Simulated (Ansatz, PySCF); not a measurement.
Species: molecular chlorine, Cl$_{2}$ (charge 0, singlet). SMILES: ClCl
Structure (B3LYP-D3(BJ)/def2-TZVP (Ansatz, a quantum-chemistry and plane-wave program) minimum search):
```xyz
2

Cl     0.0000     0.0000    -1.0068
Cl     0.0000     0.0000     1.0068
```
Charge 0, spin multiplicity 1.

Property: atomisation energy (electronic, to ground-state atoms), in kcal/mol. Valence correlation only, unless marked. Open shells are spin-unrestricted. No spin-orbit coupling. No relativistic terms. The coupled-cluster limit lacks core correlation, which all-electron functionals hold. CBS(X,Y): correlation extrapolated as X^-3; Hartree-Fock from the larger set (for Q and 5 zeta extrapolated as (X+1)exp(-9√X)).

```
level                                       program  atomisation energy (kcal/mol)  minus last row
------------------------------------  -------------  -----------------------------  --------------
HF/CBS(cc-pV(Q+d)Z,cc-pV(5+d)Z)              Ansatz                           19.0           -40.5
BLYP/def2-TZVPD                              Ansatz                           58.1            -1.4
B97M-V/def2-TZVPD                            Ansatz                           60.5             1.0
PW6B95-D3(BJ)/def2-TZVPD              PySCF + dftd3                           60.3             0.8
B2PLYP/def2-TZVPD                            Ansatz                           55.2            -4.3
RI-MP2/cc-pV(Q+d)Z                           Ansatz                           61.2             1.7
CCSD/cc-pV(D+d)Z                             Ansatz                           40.7           -18.8
CCSD/CBS(def2-TZVPPD,def2-QZVPPD)            Ansatz                           54.1            -5.4
CCSD(T)/def2-SVPD                            Ansatz                           41.1           -18.4
CCSD(T)/CBS(cc-pV(Q+d)Z,cc-pV(5+d)Z)         Ansatz                           59.5             0.0
```
